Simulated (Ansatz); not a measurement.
For 2H WSe2, PBE+SOC (PAW; Ansatz, a program for electronic structure) gives:

lattice constant a: 3.320 Å
lattice parameter c: 15.092 Å
band gap at the measured cell: 0.87 eV

What does r²SCAN+SOC (Ansatz, plane waves, PAW) give for the same quantities?


- lattice constant a: 3.315 Å (drops by 0.2 %)
- lattice parameter c: 13.709 Å (drops by 9.2 %)
- band gap at the measured cell: 1.00 eV (rises by 0.13 eV)

For comparison: lattice constant a 3.282 Å (measured, 300 K, no zero-point or thermal correction; as tabulated in arXiv:1605.07067); lattice parameter c 12.96 Å (measured, 300 K, no zero-point or thermal correction; as tabulated in arXiv:1605.07067); band gap 1.2 eV (measured, room temperature, not corrected to a static lattice, bulk 2H; as tabulated in Bastos et al. (2019), arXiv:1903.08112).

Changes are worked out from the printed values.

Unless a cell is named, each level is at its own relaxed cell (PBE+SOC 24.02, r²SCAN+SOC 21.74 Å³/atom).

Levels without +SOC leave out spin–orbit coupling, which shifts energies and cells of such heavy elements.

Density-functional gaps are differences of (generalised) Kohn–Sham levels.

Caveats: for a layered or molecular solid the relaxed cell lies over 5 % above the published volume, where the minimum can be shallow (PBE+SOC, r²SCAN+SOC); the cell comes from a level without a dispersion term, which matters for the spacing of layers, chains or molecules (PBE+SOC, r²SCAN+SOC). Ansatz's density-functional and Hartree–Fock values are scalar-relativistic unless marked +SOC, with PAW data made under PBE.
